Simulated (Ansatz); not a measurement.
Process, species as SMILES: [OH] (OH) → OH+ (triplet, bonded as [OH]) + e-
B3LYP-D3(BJ)/def2-TZVP geometries, fixed; electronic energies without zero-point terms.

The adiabatic ionisation energy at MP2 with Ansatz (a program for electronic structure), in eV, split into its Hartree-Fock and correlation parts. Cores are frozen. Open shells are unrestricted. No added dispersion term, no relativity. Functions are those of the species that has most.

```json
[
 {"basis": "aug-cc-pVDZ", "X": "2", "functions": "32", "Hartree-Fock": "11.383", "MP2": "12.758"},
 {"basis": "aug-cc-pVTZ", "X": "3", "functions": "69", "Hartree-Fock": "11.361", "MP2": "12.964"},
 {"basis": "aug-cc-pVQZ", "X": "4", "functions": "126", "Hartree-Fock": "11.356", "MP2": "13.050"},
 {"basis": "aug-cc-pV5Z", "X": "5", "functions": "207", "Hartree-Fock": "11.355", "MP2": "13.088"}
]
```

Worked estimate of the basis-set limit from each neighbouring pair, with Hartree-Fock from the larger set and the correlation part extrapolated as X^-3.
Correlation parts: X = 2: 1.375, X = 3: 1.603, X = 4: 1.694, X = 5: 1.733.
- (2,3): (27·(1.603) - 8·(1.375))/19 = 1.699; with Hartree-Fock 11.361 the estimate is 13.060 eV.
- (3,4): (64·(1.694) - 27·(1.603))/37 = 1.760; with Hartree-Fock 11.356 the estimate is 13.116 eV.
- (4,5): (125·(1.733) - 64·(1.694))/61 = 1.774; with Hartree-Fock 11.355 the estimate is 13.129 eV.
The last two estimates differ by 0.013 eV; the largest set lies 0.041 from the last. Over the last step Hartree-Fock moves by -0.001 and the correlation part by 0.039.
